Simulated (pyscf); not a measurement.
## Four-centre exchange: `[CH3][AlH2]` + `[NH3]` -> `[CH4]` + `[NH2][AlH2]`

Gas phase, singlet surface, charge 0. Bonds broken: C1–Al2, N8–H9. Bonds formed: C1–H9, Al2–N8. Structures and frequencies: ωB97X-D3(BJ)/def2-SVP in PySCF. MP2 and CC: frozen core, UHF for open shells. ΔMP2 is the change of the MP2 total energy from the triple- to the quadruple-zeta basis.

Transition state (Å):

```xyz
11

C     -0.6623    -1.3235     0.0978
Al     0.4180     0.5119     0.5369
H     -0.7351    -1.7576    -0.9121
H     -1.4822    -1.7121     0.7225
H      0.2631    -1.7567     0.5332
H      0.5149     0.6412     2.1169
H      1.6728     0.5684    -0.4350
N     -1.1627     1.3280    -0.2028
H     -1.1650    -0.0233    -0.1652
H     -1.8489     1.7991     0.3847
H     -1.1634     1.7549    -1.1278
```

One imaginary mode, 1535i cm⁻¹; descent along it reached the two sides named, in the forms told below.

| bond | change | reactant side (Å) | saddle | product side |
|---|---|---|---|---|
| C1–Al2 | breaks | 1.981 | 2.175 | 3.1 |
| N8–H9 | breaks | 1.022 | 1.352 | 2.8 |
| C1–H9 | forms | 3.0 | 1.419 | 1.102 |
| Al2–N8 | forms | 2.097 | 1.927 | 1.779 |

Electronic energies relative to the separated reactants (kcal/mol):

```tsv
level	barrier	reaction energy	reverse barrier
ωB97X-D3(BJ)/def2-TZVP	3.2	-25.4	28.6
PBE/def2-TZVP	0.4	-24.9	25.4
r²SCAN/def2-TZVP	-0.5	-26.5	26.0
B3LYP-D3(BJ)/def2-TZVP	3.8	-26.6	30.4
PBE0-D3(BJ)/def2-TZVP	0.8	-24.8	25.7
M06-2X/def2-TZVP	2.3	-27.0	29.4
ωB97M-D3(BJ)/def2-TZVP	4.5	-25.6	30.1
HF/def2-TZVP	19.5	-27.4	46.9
MP2/def2-QZVPP	3.8	-26.2	30.0
CCSD/def2-TZVPP	8.2	-25.8	34.0
CCSD(T)/def2-TZVPP	5.9	-25.7	31.6
CCSD(T)/def2-TZVPP + ΔMP2(QZVPP)	5.7	-25.6	31.3
```

With CCSD(T)/def2-TZVPP + ΔMP2(QZVPP) energies and thermal terms (ideal gas, 1 atm, RRHO with modes under 100 cm⁻¹ raised to 100, one conformer, R ln 2 for chiral ones without a mode under 150 cm⁻¹), in kcal/mol:

```tsv
T (K)	ΔH‡	ΔG‡	ΔH	ΔG
298	4.3	15.5	-25.3	-23.4
600	4.5	26.9	-25.5	-21.4
900	5.3	37.9	-25.6	-19.4
1200	6.1	48.6	-25.7	-17.3
```

On the reactant side the descent ends in an adduct with a Al–N contact, 30.1 kcal/mol under the separated species and 33.3 kcal/mol under the saddle at ωB97X-D3(BJ)/def2-TZVP. At r²SCAN the saddle lies under the separated reactants, which points to a path from their complex (located at ωB97X-D3(BJ) alone). What is counted as formed (Al–N) is already present as a longer contact in the reactant adduct; forming that adduct is a step of its own. At the saddle there is also a short Al–H contact that neither side keeps. This is the saddle that the search found; another between the same sides may lie lower. The CCSD(T) − MP2 part came from Ansatz, without density fitting, on the same reference.
